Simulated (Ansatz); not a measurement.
Isomers of C6H12, relaxed with PBE0-D4/def2-TZVP in Ansatz; electronic energies, one conformer each and not always the lowest. Functionals use def2-TZVPP; CBS adds triple-zeta CCSD(T) − MP2 to the MP2 limit of def2-TZVPP and def2-QZVPP.

**Question.** Order them by energy at frozen-core CCSD(T)/CBS, lowest first. (Best estimate.)
A. `C/C=C(/C)CC`
B. `C=CCCCC`
C. `CC(C)=C(C)C`
D. `C1CCCCC1`

**Answer.** D (0.0 kcal/mol), A (11.4 kcal/mol), C (14.0 kcal/mol), B (15.2 kcal/mol).

**Question.** How do B3LYP, HF/CBS(def2), B3LYP-D4, PBE0-D4 place them (kcal/mol, against `C1CCCCC1`)? (Estimate.)

**Answer.** Ansatz gave: 
```json
{"isomer": "`C=CCCCC`", "B3LYP": "10.9", "HF/CBS(def2)": "11.2", "B3LYP-D4": "12.3", "PBE0-D4": "18.3"}
{"isomer": "`C/C=C(/C)CC`", "B3LYP": "6.2", "HF/CBS(def2)": "8.3", "B3LYP-D4": "7.6", "PBE0-D4": "13.3"}
{"isomer": "`CC(C)=C(C)C`", "B3LYP": "9.1", "HF/CBS(def2)": "13.7", "B3LYP-D4": "10.0", "PBE0-D4": "15.3"}
```

B3LYP here is the variant with VWN-RPA as its local correlation; programs differ in this.
